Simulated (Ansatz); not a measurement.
Two shapes of singlet SiC₂.

Shape 1:

```xyz
3

C     0.0416    0.5788   -0.6632
Si   -0.0339   -1.1198   -0.0083
C    -0.0489    0.5701    0.6422
```

Shape 2:

```xyz
3

C     0.0000    0.5778   -0.6355
Si    0.0000   -1.1556    0.0000
C     0.0000    0.5778    0.6355
```

Basis set: def2-SVP (spherical functions). Left uncorrelated: 7 orbitals. Charge 0, multiplicity 1.

Computed with Ansatz (development build ahead of 0.2.0); each method stands on the lowest determinant of its kind that the runs found.

Task: Which shape is lower in energy, and by how much in each method?

Result:

| method | E(2) − E(1) (eV) |
| --- | --- |
| RHF | -0.142 |
| UHF | -0.083 |
| RHF-MP2 | -0.023 |
| RHF-CCSD(T) | -0.038 |
| UHF-CCSD(T) | -0.054 |

Shape 2 is lower. Caution for UHF, UHF-CCSD(T): the unrestricted determinant is spin contaminated.
